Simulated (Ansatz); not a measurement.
A made-up structure of CH3BN (charge -1), closed shell:

B1  (-0.608, 0.117, -0.246)
C2  (0.868, -0.102, 0.163)
N3  (0.086, -0.393, 1.108)
H4  (0.442, -1.109, 1.741)
H5  (-1.108, 1.242, -0.247)
H6  (1.971, -0.154, 0.154)
(Å)

It is relaxed with PBE-D4/def2-SVPD and then PBE0-D4/def2-TZVPD (Ansatz 0.2.0). Atoms count as bonded within 1.22 times the sum of their covalent radii (H–H: 0.88 Å). The end point is not checked to be a true minimum.

Question: Does its bonding change? (Judge from chemistry; the calculation decides.)

Answer: The calculation gives: No: no bond forms or breaks.

Where it ends: The first stage lowers the energy by 1.93 eV in 15 steps. It ends as CH₃BN ([BH]1[CH][NH]1), total charge -1:
```xyz
6
angstrom
B -0.2927 0.3371 0.0905
C 0.9895 -0.2186 -0.0038
N 0.2590 -0.2078 1.3908
H -0.0810 -1.1509 1.5784
H -1.2800 0.8999 -0.3029
H 2.0560 -0.0588 -0.0797
```

Labels in which every atom is bracketed show which atoms are joined, not bond orders.

For scale, one of the runs: PBE0-D4/def2-TZVPD relaxation, 138 basis functions, launched by `ansatz run in.yaml --threads 2 --pin off --events-out ev --progress --plain --max-ram 4352MiB`. Hardware: 2 CPU threads of an Arm Neoverse V1, shared host. Wall time about 22 s.
